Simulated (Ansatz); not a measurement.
in.yaml

```yaml
crystal:
  periodic: [false, false, false]
  atoms:
    - {symbol: B, position_ang: [0.000000, -0.945032, 0.803452]}
    - {symbol: C, position_ang: [0.000000, 0.452203, 1.024698]}
    - {symbol: S, position_ang: [0.000000, 0.097396, -0.705709]}
    - {symbol: H, position_ang: [0.000000, 1.649381, 1.622200]}
basis:
  gaussian: {orbitals: cc-pVDZ}
magnetization: {spin_polarized: true, initial_magnetization: 2}
correlation: {method: ccsdt_q, electrons: outside_noble_gas}
```

```sh
$ ansatz run in.yaml --threads 1 --pin off --events-out ev --progress --plain --max-ram 2393MiB
```

Log:

```
987 factors; integrals over basis functions are off by at most 1.4e-7 eV
mean field evaluation 1: about -12529.7757 eV, gradient 1.1e1 eV
mean field evaluation 2: about -12529.8792 eV, gradient 1.1e1 eV
mean field evaluation 4: about -12531.3841 eV, gradient 2.9e0 eV
mean field evaluation 8: about -12531.5078 eV, gradient 2.3e-1 eV
mean field evaluation 16: about -12531.5103 eV, gradient 2.4e-6 eV
mean field evaluation 32: about -12528.2126 eV, gradient 2.8e0 eV
mean field -12531.51034070 eV, -460.5245108579 hartree, gradient 2.4e-6 eV, S^2 2.035089; 1 other end points of the search recorded, 0 dependent functions left out
determinant -12531.51034070 eV, -460.5245108579 hartree, with singles and doubles -12540.67508940 eV, -460.8613091604 hartree
determinant -12528.05876742 eV, -460.3976678795 hartree, with singles and doubles -12536.98648675 eV, -460.7257555134 hartree
7 core orbitals not correlated: weight in the atoms' cores, before any rotation towards them, 1.000 or more for the frozen orbitals, at most 0.000 for the correlated occupied ones
reference -12531.51034070 eV, -460.5245108579 hartree; 8, 6 occupied and 36, 38 virtual orbitals, 987 factors
second order -8.40686625 eV of doubles, -0.00000000 eV of singles
cycle   1  -8.74553186 eV  change   -3.4e-1 eV  update   1.1e-1
cycle   2  -9.27845555 eV  change   -5.3e-1 eV  update   5.2e-2
cycle   3  -9.64965963 eV  change   -3.7e-1 eV  update   3.1e-2
cycle   4  -9.61609602 eV  change    3.4e-2 eV  update   1.3e-2
cycle   5  -9.60723043 eV  change    8.9e-3 eV  update   8.5e-3
cycle   6  -9.62154652 eV  change   -1.4e-2 eV  update   3.5e-3
cycle   7  -9.62233608 eV  change   -7.9e-4 eV  update   1.7e-3
cycle   8  -9.62028161 eV  change    2.1e-3 eV  update   9.3e-4
cycle   9  -9.62066253 eV  change   -3.8e-4 eV  update   4.8e-4
cycle  10  -9.62053358 eV  change    1.3e-4 eV  update   2.4e-4
cycle  11  -9.62062584 eV  change   -9.2e-5 eV  update   1.3e-4
cycle  12  -9.62076339 eV  change   -1.4e-4 eV  update   5.8e-5
cycle  13  -9.62077450 eV  change   -1.1e-5 eV  update   3.0e-5
cycle  14  -9.62078979 eV  change   -1.5e-5 eV  update   1.3e-5
cycle  15  -9.62079848 eV  change   -8.7e-6 eV  update   7.1e-6
cycle  16  -9.62079996 eV  change   -1.5e-6 eV  update   3.9e-6
cycle  17  -9.62080138 eV  change   -1.4e-6 eV  update   2.0e-6
cycle  18  -9.62080217 eV  change   -7.9e-7 eV  update   9.8e-7
perturbative correction -0.03713766 eV, -0.0013647838 hartree
Total energy: -12541.16828053 eV, -460.8794336002 hartree
```

Ran on 1 thread of Arm Neoverse V1, shared host: 61 s wall, 0.65 GiB peak host memory.
